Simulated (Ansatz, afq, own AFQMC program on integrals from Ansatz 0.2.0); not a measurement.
# Si2NH7, singlet: energetics from AFQMC and coupled cluster

```xyz
10

Si   -1.0537    0.7692   -0.8900
N     0.1153    0.4978    0.3719
Si    1.0087   -0.9444    0.7646
H    -1.3959   -0.5592   -1.4766
H    -0.5400    1.6591   -1.9804
H    -2.2906    1.4132   -0.3463
H     0.3571    1.3195    0.9215
H     0.4172   -2.0657   -0.0220
H     0.9164   -1.2515    2.2266
H     2.4654   -0.8380    0.4308
```

Geometry: a PBE0/def2-SVP stationary point, not shown to be a minimum. Basis def2-TZVP. Only valence electrons are correlated. AFQMC by an in-house program on the Cholesky factors that Ansatz 0.2.0 writes for its CCSD(T) run. The CISD trial takes its coefficients from CCSD amplitudes. Released means that phaseless walkers are propagated on without the constraint, phases kept. Uncertainties: one standard error, sampling alone.

Best estimates are CCSD(T) at the basis-set limit (def2-TZVPP/QZVPP) plus the step from CCSD(T) to the highest rung at hand in def2-TZVP, named in the table (released AFQMC can keep some 10 meV of bias). Fragments are relaxed and keep their bonds. No zero-point, core-correlation or spin–orbit terms. Other levels are in def2-TZVP; a dash marks a level that is missing or breaks spin symmetry for a member.

Cautions: Si₂NH₇ (singlet): the released value is read at 1.50 1/Eh with a noise of 12 meV, more than in the cases checked (meV from the phaseless value at times in 1/Eh: -10 ± 6 at 0.24, -1 ± 8 at 0.51, 12 ± 9 at 0.99, 3 ± 12 at 1.50); Si₂NH₆ (doublet): the released value is read at 1.50 1/Eh with a noise of 14 meV, more than in the cases checked (meV from the phaseless value at times in 1/Eh: 4 ± 10 at 0.24, -8 ± 10 at 0.51, -10 ± 10 at 0.99, 2 ± 14 at 1.50).

```csv
process,wB97M-V (kcal/mol)
Si1–H5 → Si2NH6 (doublet) + H (doublet),96.2
to free atoms,741.4
```

**Question.** From these values, estimate the best estimates.

**Answer.** 
| process | best estimate (kcal/mol) | highest rung |
| --- | --- | --- |
| Si1–H5 → Si2NH6 (doublet) + H (doublet) | 96.1 ± 0.4 | released AFQMC |
| to free atoms | 742.3 ± 0.3 | released AFQMC |

Errors against the best estimates in kcal/mol, in the same order:

| level | error, 1 | error, 2 |
| --- | --- | --- |
| MP2 | -5.3 | -38.7 |
| CCSD(T) | -2.9 | -33.6 |
| ph-AFQMC/CISD | -3.1 ± 0.3 | -33.5 ± 0.2 |
| CCSD(T)/CBS | 0.2 | 0.4 |
| PBE | -7.2 | -15.6 |
| r2SCAN | -5.3 | -9.1 |
| PBE0 | -5.5 | -18.5 |
| B3LYP | -2.6 | -7.8 |
| wB97M-V | 0.2 | -0.9 |
| B2PLYP | -2.7 | -15.1 |

Cost at the first geometry (cards were shared with other jobs): PBE0/def2-TZVP, 6 s on 1 thread of AMD EPYC 7R13 Processor (Zen 3) (shared host); RCCSD(T)/def2-TZVP, 5.5 s on 1 × NVIDIA H100 80GB HBM3 with 1 thread of AMD EPYC 7R13 Processor (Zen 3) (shared host); CCSD(T)/def2-QZVPP, 9 s on 1 × NVIDIA H100 80GB HBM3 with 1 thread of AMD EPYC 7R13 Processor (Zen 3), with other jobs on the host; ph-AFQMC/CISD with release, 3.7 min on 1 × NVIDIA H100 80GB HBM3 with 2 threads of AMD EPYC 7R13 Processor (Zen 3), with other jobs on the host.

Best estimates are given only where the step beyond CCSD(T) is under 0.3 eV and no member's determinant is very poor (T1 over 0.05, or 0.07 for open shells, ⟨S²⟩ too high by 0.3, two states mixed), so the hardest cases are missing from such tables.

The functionals ran in a triple-zeta set and keep a basis error of their own, a few kJ/mol for each bond in atomization energies and more for double hybrids, so close places among them and the extrapolated levels can swap.

Each member of a difference takes its own highest rung, so a best estimate needn't equal the limit plus the step of one row. Released energies are given only where the last usable release times agree within the noise; a slower fall can still hide under it.
